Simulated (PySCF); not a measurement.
Core-level binding energies of SiFH3

Species: SiFH3.
Z-matrix (Å and degrees, PBE0-D3(BJ)/def2-SVP geometry), rows numbered from 1:
```
Si
F   1  1.6243
H   1  1.4890  2  108.55
H   1  1.4890  2  108.49  3  -120.00
H   1  1.4891  2  108.56  3   119.99
```

Theory: delta-SCF UKS SCAN, pcX-2 on the ionised atom, pcseg-1 elsewhere, spin-free X2C in PySCF 2.14.0. Binding energies are ΔSCF values: E(core-ionised, relaxed orbitals) − E(ground state) at a fixed geometry, referred to the vacuum level.

Q: What binding energy does each computed site have?

A: 
```json
{"atom(s)": "Si1", "bonded to": "F and 3 H", "level": "Si 2p3/2", "binding energy (eV)": "108.48", "2p1/2 (eV)": "109.11", "count": "1"}
{"atom(s)": "Si1", "bonded to": "F and 3 H", "level": "Si 1s", "binding energy (eV)": "1848.39", "2p1/2 (eV)": "–", "count": "1"}
{"atom(s)": "F2", "bonded to": "Si", "level": "F 1s", "binding energy (eV)": "692.59", "2p1/2 (eV)": "–", "count": "1"}
```

Q: What is the longest wavelength that can ionise Si 2p3/2 of Si1 vertically?

A: λ = hc/E = 12398.42 eV Å / 108.48 eV = 114.292 Å.

Spin–orbit coupling isn't in the SCF: each 2p doublet comes from a relaxed spin-free hole plus a matrix of the shell (mean-field spin–orbit coupling and the ground-state 2p splitting), with 2p3/2 averaged over its two sublevels. 2p1/2 minus 2p3/2 (ligand field included): Si 0.63 eV. Geometry: PBE0-D3(BJ)/def2-SVP; no solvent, vibrations or thermal averaging.
